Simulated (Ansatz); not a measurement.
# How far each method lies from UCCSDT(Q) for [GeH3···H···GeH3], doublet

Geometry: a point of a hydrogen-transfer path between rigid fragments, not a stationary point.

```yaml
atoms:
  - { symbol: Ge, position_ang: [-1.7192, 0.0000, 0.0000] }
  - { symbol: H, position_ang: [-2.2306, 1.4466, 0.0000] }
  - { symbol: H, position_ang: [-2.2306, -0.7233, 1.2528] }
  - { symbol: H, position_ang: [-2.2306, -0.7233, -1.2528] }
  - { symbol: H, position_ang: [0.0828, 0.0000, 0.0000] }
  - { symbol: Ge, position_ang: [1.7198, 0.0000, 0.0000] }
  - { symbol: H, position_ang: [2.1885, -1.4659, 0.0000] }
  - { symbol: H, position_ang: [2.1885, 0.7330, -1.2695] }
  - { symbol: H, position_ang: [2.1885, 0.7330, 1.2695] }
```

Basis cc-pVDZ; Ansatz 0.2.0. Correlated methods freeze the noble-gas cores and the filled d shells of p-block atoms, which leaves 15 electrons in 61 orbitals. Prefix R: restricted or restricted open-shell reference; prefix U: unrestricted. Active spaces: pair = (3e, 3o) about the gap; frontier = (9e, 9o) about the gap. No spin–orbit coupling is included, and no scalar relativity.

Full CI isn't at hand for all of this; UCCSDT(Q) serves as the reference, and is uncertain by about the last step of the cluster series. The frozen core follows each run's orbitals, which can shift R against U totals by a few meV for light atoms and by up to 0.1 eV past Ca.

* UHF ⟨S²⟩: 0.768
* T1 diagnostic (RCCSD): 0.0154
* largest doubles amplitude (RCCSD): 0.028
* T1 diagnostic (UCCSD): 0.0121

```json
{"level": "UHF", "E − E(UCCSDT(Q)) (mEh)": "277.76", "share of correlation (%)": "1.59", "wall time": "–"}
{"level": "UMP2", "E − E(UCCSDT(Q)) (mEh)": "61.97", "share of correlation (%)": "78.04", "wall time": "–"}
{"level": "UCCSD", "E − E(UCCSDT(Q)) (mEh)": "7.21", "share of correlation (%)": "97.45", "wall time": "–"}
{"level": "UCCSD(T)", "E − E(UCCSDT(Q)) (mEh)": "1.46", "share of correlation (%)": "99.48", "wall time": "6.5 s"}
{"level": "UCCSDT", "E − E(UCCSDT(Q)) (mEh)": "0.19", "share of correlation (%)": "99.93", "wall time": "–"}
```

The correlation energy at UCCSDT(Q), counted from RHF, is -7.681 eV. That run took 44 s on 2 threads of AMD EPYC 7R13 with a shared H100 80 GB, shared host.

Run but not shown, since their state or frozen core can't be matched to the reference's or they repeat it: RHF, RMP2, CISD, RCCSD, RCCSD(T), BCCD(T), RCCSDT, RCCSDT(Q), CASSCF (pair space), NEVPT2 (pair space), MRCISD (pair space), MRCISD+Q (pair space), CASSCF (frontier space), MRCISD (frontier space), MRCISD+Q (frontier space).

Times hold each run's SCF and search for its determinant on a shared host, so for small cases they say little of a method's own cost; they ran on 1 thread of AMD EPYC 7R13.
